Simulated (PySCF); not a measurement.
## How methods differ on the ionisation energy of O

O [He] 2s2 2p4 (3P) → O+ [He] 2s2 2p3 (4S), as a difference of total energies. Calculation: PySCF 2.14, in x2c-QZVPPall (7s4p3d2f1g, 57 functions); scalar relativity by spin-free X2C-1e. Correlated levels: valence: 1s2 frozen. The calculations carry no spin-orbit coupling.

```tsv
method	ionisation energy (eV)
UHF	12.012
MP2 (valence)	13.394
SCS-MP2 (valence)	13.518
CCSD (valence)	13.425
CCSD(T) (valence)	13.473
```

Q: How much does correlation contribute at CCSD(T) (valence)?

A: 13.473 − (12.012) = 1.461 eV, measured against UHF.

A first-order spin-orbit estimate (lowest level to lowest level, LS coupling) adds 0.010 eV.

Errors of the correlated levels include the incompleteness of this basis and the frozen core.

For comparison: 13.618 eV (measured; NIST Atomic Spectra Database, ionization energies).
